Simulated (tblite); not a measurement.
# CH2O2: the cost of one run

Computed with tblite 0.8.0 and PySCF 2.14.0; each step states its level. No surroundings beyond the atoms listed, unless a continuum is named. Atoms count from 0, parts from 1.

### 1 The system as given

5 atoms, charge 0, multiplicity 1; geometry: rigid parts in contact. Parts: 1 = atoms 0–2, `O`, charge 0; 2 = atoms 3–4, `[C-]#[O+]`, charge 0.

### 2 Search for minima with GFN2-xTB

The job: settings as JSON, then the geometry in Å.

```
{"job": {"kind": "dock", "xc": "GFN2-xTB", "basis": "xTB"}, "charge": 0, "multiplicity": 1, "parts": [{"atoms": "0-2", "charge": 0, "multiplicity": 1}, {"atoms": "3-4", "charge": 0, "multiplicity": 1}]}
O     -0.000534     0.379350    -0.003490
H     -0.771835    -0.190800    -0.004186
H      0.772369    -0.188550     0.007676
C     -1.953466    -0.944621     2.045468
O     -2.822721    -0.913940     2.762617
```

With the program's defaults for keys left out, this is: GFN2-xTB search for minima from random contacts, gas phase.

Started as:

```console
OMP_NUM_THREADS=1 python cluster_run.py task.json out
```

The driver reads the jobs from task.json and runs them one after another.

Q: Estimate the wall time of this first job on 1 thread of Intel Xeon 6975P-C, shared host.

About 2 s.
